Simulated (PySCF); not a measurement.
A structure optimised at r2SCAN-D4/def2-TZVPD, used in a PySCF frequency run:

```xyz
3

C      0.0000     0.0000    -0.7382
N      0.0000     0.0000     0.4288
H      0.0000     0.0000     1.4274
```
Charge 0, spin multiplicity 1.

### Question
Write its SMILES, formula and point group.

### Answer
[C-]#[NH+], CHN, C∞v

### Question
What are its rotational constants (standard atomic weights)?

### Answer
45.533 GHz (linear rotor, B only)
